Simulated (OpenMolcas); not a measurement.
# C2H4Si (SMILES C=C[SiH]): a chain of runs, part 2 of 2

OpenMolcas 26.06. Earlier steps stand in the parts before.

## (5) Energy and forces at CASSCF(2,2)/ANO-RCC-VTZP (DKH2, RICD fitting, root 1) (run 4)

Contents of step4.input:

```
* C2H4Si CASSCF

&GATEWAY
  XBAS
  C.ANO-RCC-VTZP
  Si.ANO-RCC-VTZP
  H.ANO-RCC-VTZP
  End of Basis
  ZMAT
  C1
  C2 1 1.348163
  Si3 2 1.830927 1 124.21147
  H4 1 1.077349 2 122.1167 3 -0.05956
  H5 1 1.077154 4 116.36423 2 179.9008
  H6 2 1.083256 1 118.3767 5 0.04742
  H7 3 1.4623 2 123.41449 6 179.9835
  End of ZMAT
  RICD

&SEWARD
  Relativistic=R02E00

&RASSCF
  FileOrb=$CurrDir/step2.RasOrb
  Spin=3
  Nactel=2 0 0
  Inactive=14
  Ras2=2
  OrbListing=Few
  OrbAppear=Compact

&ALASKA
```

Started as:

```bash
export MOLCAS_MEM=1860
pymolcas step4.input > step4.log
```

The log of the run (excerpt; [...] marks lines left out):

```text
--- Start Module: gateway ---
[...]
      Basis functions          150
[...]
      Number of active orbitals                  2
[...]
      Spin quantum number                      1.0
[...]
      Active orbitals                            2
[...]
      Number of CSFs                             1
[...]
      Number of root(s) required                 1
[...]
      Convergence after  4 iterations
[...]
      printout of CI-coefficients larger than  0.05 for root  1
      energy=    -367.571665
      conf/sym  11     Coeff  Weight
             1  uu   1.00000 1.00000
      Natural orbitals and occupation numbers for root  1
      sym 1:   1.000000   1.000000
      ************************************************************************************************************************
      *                                                    Final results                                                     *
[...]
::    RASSCF root number  1 Total energy:   -367.57166526
[...]
      Total electronic charge=   30.000000
      Total            charge=   -0.000000
[...]
      Dipole Moment (debye):
      Origin of the operator (angstrom)=    0.7906    0.0000    1.5223
                   X= -5.0569E-01               Y=  1.1378E-03               Z= -6.0236E-01           Total=  7.8649E-01
      Quadrupole Moment (debye*angstrom):
[...]
 *              Molecular gradients               *
 **************************************************
  Irreducible representation: a
 ------------------------------------------------------------------------------------------
                              X                       Y                       Z
 ------------------------------------------------------------------------------------------
  C1                2.22033360497131E-03   -1.42834946390980E-04   -2.60526593651838E-02
  C2                6.78385084025024E-03    2.82698119847597E-05    3.58227845208428E-02
  SI3              -3.32909043334428E-03    1.19652887545566E-06   -1.62957365761169E-02
  H4                1.63460125941595E-03    5.73786703994654E-05   -1.39812307277776E-03
  H5               -1.60704457612537E-03    4.79958081849767E-05   -1.03908515047735E-03
  H6               -4.03213410280179E-03    8.35566895744645E-06    2.63158673701902E-03
  H7               -1.67051659236073E-03   -3.61542011087317E-07    6.33123290673598E-03
 ------------------------------------------------------------------------------------------
[...]
```

It took 31 s on 1 thread of Arm Neoverse V1, shared host; peak memory 0.38 GiB.

## (6) Summary of results

This closing draws on all 2 parts.

| quantity | value |
| --- | --- |
| run 1, UHF/ANO-RCC-MB: total energy | -367.40268 Eh |
| run 1, UHF/ANO-RCC-MB: dipole moment | 0.55 D |
| run 1, UHF/ANO-RCC-MB: HOMO energy (highest over α and β) | -8.72 eV |
| run 1, UHF/ANO-RCC-MB: LUMO energy (lowest over α and β) | 1.04 eV |
| run 1, UHF/ANO-RCC-MB: ⟨S²⟩ | 2.251 |
| run 2, CASSCF(2,2)/ANO-RCC-VTZP: total energy | -367.57167 Eh |
| run 2, CASSCF(2,2)/ANO-RCC-VTZP: dipole moment (CASSCF density) | 0.79 D |
| run 4, CASSCF(2,2)/ANO-RCC-VTZP: largest force on an atom | 1.875 eV/Å |
| distorted shape | no result (crashed) |

**Reading.** ⟨S²⟩ (run 1, UHF/ANO-RCC-MB) is 2.25 where a pure triplet has 2.00: the reference is spin-contaminated. The largest force (run 4, CASSCF(2,2)/ANO-RCC-VTZP) is 1.87 eV/Å: the shape isn't a stationary point for this species at this level. Mulliken charges (run 2, CASSCF(2,2)/ANO-RCC-VTZP) run from -0.34 on Si3 to +0.21 on C2; they depend strongly on the basis. Mulliken charges (run 4, CASSCF(2,2)/ANO-RCC-VTZP) run from -0.34 on Si3 to +0.21 on C2; they depend strongly on the basis. 1 of the 4 runs did not end normally.
